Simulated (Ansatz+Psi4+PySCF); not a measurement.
**doublet BH3(+): levels of theory in one basis**

```xyz
4

B     0.3000    0.3000    0.3000
H    -0.0596    0.0050   -0.7953
H     0.9428   -0.4684    0.9423
H     0.0169    1.3633    0.7530
```

Basis set: cc-pVTZ (spherical functions). Correlated methods keep 1 orbital frozen. Correlation on ROHF uses semicanonical orbitals with singles. Charge 1, multiplicity 2.

Computed with Ansatz (development build ahead of 0.2.0); each method stands on the lowest determinant of its kind that the runs found.

```
   method  E − E(ROHF) (eV)  <S²> of the determinant
     ROHF              0.00                     0.75
      UHF             -0.13                     0.77
 ROHF-MP2             -2.36                        –
  UHF-MP2             -2.38                     0.77
ROHF-CCSD             -2.95                        –
 UHF-CCSD             -2.95                     0.77
```

What does ROHF-CCSD(T) give on the same scale?

-3.01 eV.

Is a single determinant a sound starting point here?

It is doubtful. Unrestricted orbitals gain 0.13 eV with <S²> 0.77 against 0.75 for a pure state, but the cluster amplitudes or the share of triples are large.

Caution for ROHF-MP2, ROHF-CCSD, ROHF-CCSD(T): large amplitudes, a single reference is doubtful; a plain start can end on a higher determinant. Caution for ROHF-MP2, UHF-MP2: MP2 on this radical cation hangs on the determinant chosen.
